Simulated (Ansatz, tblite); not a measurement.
# (H3Si)2O (Si₂H₆O): a ladder of methods and basis sets

How do method and basis change the picture of (H3Si)2O (Si₂H₆O) (singlet)?

Program: Ansatz 0.2.0, Gaussian basis. Level of theory: as each input shows. These are calculated values, not measurements.

Levels to be run: GFN1-xTB, GFN2-xTB, PBE-D4/def2-TZVP, r2SCAN-D4/def2-TZVP, LC-ωPBE/def2-TZVP, PBE-QIDH/def2-TZVP, HF/def2-TZVP, ωB97M-V/def2-TZVP, revPBE-D4/def2-TZVP, ωB97X-V/def2-TZVP, BLYP-D4/def2-TZVP, LC-ωPBE(0.10)/def2-TZVP, LC-ωPBE(0.15)/def2-TZVP, LC-ωPBE(0.20)/def2-TZVP, LC-ωPBE(0.30)/def2-TZVP, PBE-D4/def2-SVP, PBE0-D4/def2-SVP, HF/STO-3G, HF/6-31G, B3LYP-D4/6-31G, PBE0-D4/def2-TZVPD, PBE-D4/def2-TZVPD, r2SCAN-D4/def2-TZVPD, CCSD(T)/def2-TZVPP, MP2/def2-TZVP, RPA/def2-TZVP, CCSD(T)/def2-TZVPD.

## 1. The structure

The singlet was relaxed beforehand with r2SCAN-D4/def2-TZVP.

9 atoms, charge 0, spin multiplicity 1.

Bond lengths: Si1–H2 1.485 Å, Si1–H3 1.481 Å, Si1–H4 1.486 Å, Si1–O5 1.636 Å, O5–Si6 1.636 Å, Si6–H7 1.481 Å, Si6–H8 1.485 Å, Si6–H9 1.486 Å. Angles: H2–Si1–H3 109.6°, H2–Si1–H4 108.9°, H2–Si1–O5 110.1°, H3–Si1–H4 109.6°, H3–Si1–O5 108.2°, H4–Si1–O5 110.3°, Si1–O5–Si6 146.7°, O5–Si6–H7 108.2°, O5–Si6–H8 110.2°, O5–Si6–H9 110.3°, H7–Si6–H8 109.6°, H7–Si6–H9 109.6°, H8–Si6–H9 108.9°.

As a file:

```xyz
9

Si   -0.9288   -1.0923    0.6341
H    -1.0302   -0.6483    2.0476
H    -0.7125   -2.5569    0.5876
H    -2.1925   -0.7529   -0.0696
O     0.3414   -0.3638   -0.0955
Si    0.9809    1.0368   -0.6485
H     2.3515    0.7592   -1.1368
H     0.1548    1.5731   -1.7602
H     1.0354    2.0451    0.4412
```

PBE0-D4/def2-TZVP was run before; its log isn't repeated, and its numbers join the tables.

## 2. GFN1-xTB

Tight binding, by tblite at 300 K electronic temperature and without a spin-polarisation term:

```python
tblite.interface.Calculator('GFN1-xTB', numbers, positions, charge=0, uhf=0).singlepoint()
```

Energy -321.4804 eV, HOMO -12.28 eV, LUMO -5.24 eV; 0.016 s.

## 3. GFN2-xTB

Tight binding, by tblite at 300 K electronic temperature and without a spin-polarisation term:

```python
tblite.interface.Calculator('GFN2-xTB', numbers, positions, charge=0, uhf=0).singlepoint()
```

Energy -290.9899 eV, HOMO -11.25 eV, LUMO -5.39 eV; 0.009 s.

## 4. PBE-D4/def2-TZVP

start.molden holds the orbitals of an earlier run on this state, given as this run's starting guess.

in.yaml

```yaml
crystal:
  periodic: [false, false, false]
  atoms:
    - {symbol: Si, position_ang: [-0.928788, -1.092274, 0.634083]}
    - {symbol: H, position_ang: [-1.030215, -0.648281, 2.047643]}
    - {symbol: H, position_ang: [-0.712513, -2.556922, 0.587646]}
    - {symbol: H, position_ang: [-2.192487, -0.752883, -0.069623]}
    - {symbol: O, position_ang: [0.341389, -0.363755, -0.095451]}
    - {symbol: Si, position_ang: [0.980893, 1.036783, -0.648461]}
    - {symbol: H, position_ang: [2.351475, 0.759168, -1.136843]}
    - {symbol: H, position_ang: [0.154838, 1.573082, -1.760200]}
    - {symbol: H, position_ang: [1.035397, 2.045092, 0.441196]}
basis:
  gaussian: {orbitals: def2-TZVP, initial_orbitals: start.molden}
hamiltonian: {xc: pbe, dispersion: d4}
scf: {omitted_lower_state_checks: [starts]}
output: {orbitals: {seedname: orbitals}}
```

Started as:

```sh
$ ansatz run in.yaml --threads 4 --pin off --events-out ev --progress --plain --max-ram 3916MiB
```

Further steps of the session: r2SCAN-D4/def2-TZVP; LC-ωPBE/def2-TZVP; PBE-QIDH/def2-TZVP; HF/def2-TZVP; ωB97M-V/def2-TZVP; revPBE-D4/def2-TZVP; ωB97X-V/def2-TZVP; BLYP-D4/def2-TZVP; LC-ωPBE(0.10)/def2-TZVP; LC-ωPBE(0.15)/def2-TZVP; LC-ωPBE(0.20)/def2-TZVP; LC-ωPBE(0.30)/def2-TZVP; PBE-D4/def2-SVP; PBE0-D4/def2-SVP; HF/STO-3G; HF/6-31G; B3LYP-D4/6-31G; PBE0-D4/def2-TZVPD; PBE-D4/def2-TZVPD; r2SCAN-D4/def2-TZVPD; CCSD(T)/def2-TZVPP; MP2/def2-TZVP; RPA/def2-TZVP; CCSD(T)/def2-TZVPD.

Q: Predict the results of all the runs planned. Wanted: gap in def2-TZVP, named functionals and Hartree-Fock, smallest and largest; gap over the ω; correlation energy, CCSD(T)/def2-TZVPP; correlation energy, MP2/def2-TZVP; correlation energy, CCSD(T)/def2-TZVPD; binding an atom, CCSD(T)/def2-TZVPP; PBE0 total energy, smallest basis above largest.

The runs gave:

| quantity | value |
| --- | --- |
| gap in def2-TZVP, named functionals and Hartree-Fock, smallest and largest | 6.23 eV (PBE-D4), 15.13 eV (HF) |
| gap over the ω (1/bohr) | 9.10 eV at 0.1, 13.47 eV at 0.4 |
| correlation energy, CCSD(T)/def2-TZVPP | -14.97 eV |
| correlation energy, MP2/def2-TZVP | -12.80 eV |
| correlation energy, CCSD(T)/def2-TZVPD | -14.62 eV |
| binding an atom, CCSD(T)/def2-TZVPP | 3.284 eV |
| PBE0 total energy, smallest basis above largest | 8.40 eV (def2-SVP, def2-TZVPD) |

Over the named functionals and Hartree-Fock in def2-TZVP the gap runs from 6.23 eV (PBE-D4) to 15.13 eV (HF); exact exchange widens it. Raising the ω (1/bohr) from 0.1 to 0.4 moves the HOMO by -2.71 eV and the LUMO by +1.67 eV. A small miss in a minimal or small basis is a cancelling of errors, not accuracy. The functionals in def2-TZVP miss CCSD(T)/def2-TZVPP by -0.044 (revPBE-D4) to +0.092 eV (ωB97X-V) an atom. CCSD(T)/def2-TZVPP isn't at the basis-set limit; small misses against it rank nothing.
